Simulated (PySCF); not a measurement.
## Broadened absorption spectrum of CH3CH2CHFCH3

Compound: CH3CH2CHFCH3, C4H9F.
Cartesian coordinates in Å at the PBE0-D3(BJ)/def2-SVP level; atoms count from 1:
```
atom  x, y, z in Å
C1     1.9050   -0.2788   -0.2754
C2     0.6342    0.3372    0.2841
C3    -0.6288   -0.2746   -0.2902
C4    -1.9031    0.3162    0.2655
F5    -0.6220   -1.6354   -0.0213
H6     1.9791   -0.1247   -1.3640
H7     1.9204   -1.3625   -0.0903
H8     2.8018    0.1601    0.1861
H9     0.6102    1.4227    0.0895
H10    0.6026    0.2163    1.3810
H11   -0.6163   -0.1729   -1.3925
H12   -1.9704    1.3885    0.0297
H13   -2.7806   -0.1895   -0.1622
H14   -1.9346    0.1979    1.3595
```

The calculation used TDDFT CAM-B3LYP/def2-SVPD, vertical, gas phase, core orbitals frozen in the response in PySCF.

Computed states:

| state | E (eV) | f |
| --- | --- | --- |
| S1 | 8.89 | 0.0057 |
| S2 | 9.13 | 0.0039 |
| S3 | 9.40 | 0.0014 |
| S4 | 9.56 | 0.024 |
| S5 | 9.66 | 0.093 |
| S6 | 9.84 | 0.105 |
| S7 | 9.93 | 0.046 |
| S8 | 10.14 | 0.014 |
| S9 | 10.16 | 0.098 |
| S10 | 10.30 | 0.014 |

Each state is given a Gaussian of 0.25 eV full width at half maximum, with ε(max) = 2.175×10⁸ f / Δν̃ (Δν̃ the width in cm⁻¹). The width is an assumption, not a result. The curve ends short of the highest state used, and states not computed would add to its high-energy end.

Question: Give the broadened spectrum and its maxima.

Answer: 
```csv
λ (nm),ε (L mol⁻¹ cm⁻¹)
127.8,15378
128.2,14774
128.6,13915
129.0,12681
129.4,11069
129.9,8711
130.3,6782
130.7,5015
131.1,3530
131.5,2376
131.9,1543
132.3,982
132.8,570
133.2,403
133.6,331
134.0,320
134.4,346
134.8,388
135.2,431
135.7,472
136.1,491
136.5,502
136.9,511
137.3,526
137.7,551
138.2,594
138.6,628
139.0,650
139.4,652
139.8,626
140.2,574
140.6,500
141.1,392
141.5,304
141.9,224
142.3,156
142.7,104
143.1,66
143.6,35
144.0,20
144.4,11
144.8,5
145.2,3
145.6,1
```

Maxima: 139 nm (8.90 eV), ε about 650, made up of S1 (93%) (ε in L mol⁻¹ cm⁻¹; maxima over ε = 5, shares over 10%). At its high-energy end, 9.70 eV, the curve is still rising (ε about 15000, from S5 and S6).

Question: Coming from long wavelengths, where does ε first pass 100 L mol⁻¹ cm⁻¹?

Answer: At about 143 nm (8.69 eV), 0.20 eV below S1.

Question: What would ε be at 8.90 eV, the highest of these maxima, with half the width (0.125 eV)?

Answer: About 1210 L mol⁻¹ cm⁻¹ against 654, a factor of about 1.8; a lone state at its own centre would give exactly 2.

The vertical ionisation energy (ΔSCF) is 11.45 eV, 1.15 eV above S10.

One conformer stands for the species.
